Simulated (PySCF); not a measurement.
**How well do the runs reproduce experiment for CH6Si?**

**Experimental background.**

From NIST CCCBDB Release 22 (SRD 101), experimental dipoles, for the gas: dipole moment (microwave Stark effect) 0.735 D.

The results are set against them at the end.

Species: CH6Si.
Numbering: `[CH3:1][SiH3:2]` (hydrogens: H3, H4, H5 on C1; H6, H7, H8 on Si2)

Geometry (PBE0-D3(BJ)/def2-SVP, Å), atoms numbered from 1 in this order:
```xyz
8
CH6Si angstrom
C     -0.9823   -0.1158    0.0185
Si     0.8832    0.1065   -0.0279
H     -1.4402    0.5843    0.7338
H     -1.2492   -1.1392    0.3227
H     -1.4222    0.0724   -0.9727
H      1.2389    1.5013   -0.4354
H      1.5070   -0.8380   -1.0060
H      1.4829   -0.1527    1.3179
```

The PySCF runs (gas phase, on this PBE0-D3(BJ)/def2-SVP geometry; no spin–orbit coupling):

| level | job | basis functions |
| --- | --- | --- |
| PBE0-D3(BJ)/def2-SVP, grid level 1 | geometry optimisation from a GFN2-xTB start | 62 |
| PBE0/pcSseg-1 | shieldings, charges and field gradients | 71 |

## Comparison

**Dipole moment.** Measured: 0.735 D (NIST CCCBDB Release 22 (SRD 101), experimental dipoles).

| level | computed (D) | computed − measured (D) | % (from the printed values) |
| --- | --- | --- | --- |
| PBE0-D3(BJ)/def2-SVP | 0.804 | +0.069 | +9 |
| PBE0/pcSseg-1 | 0.757 | +0.022 | +3 |

Closest is PBE0/pcSseg-1 (+0.022 D), furthest PBE0-D3(BJ)/def2-SVP (+0.069 D); one molecule doesn't rank methods. The computed dipoles belong to one fixed geometry; measured ones are averaged over vibrations unless marked μe. Magnitudes are compared, not signs.

No measured geometry was used, and the causes of the misses weren't examined.
